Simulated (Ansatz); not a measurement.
**AlSF (singlet): wave-function methods side by side at a displaced geometry (v2), cc-pVDZ**

How much of the correlation energy of AlSF (singlet) does each wave-function method recover here?

Method: cc-pVDZ, core rule «outside noble gas», up to 11 orbitals frozen; program: Ansatz 0.2.0, Gaussian basis.

Plan: UHF; CCSD(T) on RHF; BCCD(T) on RHF; CISD; CCSDT(Q) on RHF.

23 further runs of the same task are left out: 6 for a known fault of the program, 9 that didn't finish, 8 set aside as unsound or not needed.

## (1) The geometry

The geometry is a PBE0/def2-TZVP stationary point (not a proven minimum) with its atoms shifted at random (size 0.100 Å).

3 atoms, charge 0, spin multiplicity 1.

Atoms are counted from 1 here; the program's logs count them from 0.

Bond lengths: F1–Al2 1.651 Å, Al2–S3 1.990 Å. Angles: F1–Al2–S3 172.0°.

Geometry (Å):

```mol
AlFS
  3D, bonds by distance, orders not assigned

  3  2  0  0  0  0  0  0  0  0999 V2000
    0.0844    0.0052   -1.7576 F   0  0
   -0.0805    0.0136   -0.1152 Al  0  0
   -0.0039   -0.0188    1.8727 S   0  0
  1  2  8  0
  2  3  8  0
M  END
```

## (2) UHF

Input file in.yaml:

```yaml
crystal:
  periodic: [false, false, false]
  atoms:
    - {symbol: F, position_ang: [0.084376, 0.005225, -1.757569]}
    - {symbol: Al, position_ang: [-0.080498, 0.013599, -0.115175]}
    - {symbol: S, position_ang: [-0.003878, -0.018825, 1.872744]}
basis:
  gaussian: {orbitals: cc-pVDZ}
magnetization: {spin_polarized: true, initial_magnetization: 0}
hamiltonian: {xc: hf}
output: {orbitals: {seedname: orbitals}}
```

Launch:

```sh
> ansatz run in.yaml --threads 1 --pin off --events-out ev --progress --plain --max-ram 2393MiB
```

Further steps of the session: CCSD(T) on RHF; BCCD(T) on RHF; CISD; CCSDT(Q) on RHF.

Before running them: what should the planned runs give, taken together? Wanted: RCCSDT(Q) from the RHF energy; RMP2 from RCCSDT(Q); RCCSD from RCCSDT(Q); RCCSD(T) from RCCSDT(Q); T1 diagnostic.

**Answer**, as computed:

```
                         quantity        value
    RCCSDT(Q) from the RHF energy  -10.7442 eV
              RMP2 from RCCSDT(Q)   +720.4 meV
             RCCSD from RCCSDT(Q)   +343.9 meV
          RCCSD(T) from RCCSDT(Q)    +57.2 meV
levels within 1 kcal/mol (43 meV)       RCCSDT
                    T1 diagnostic        0.019
```

**Reading.** RCCSD(T) misses by +57.2 meV, 0.5 % of the correlation energy. These misses are within one basis, not against nature.
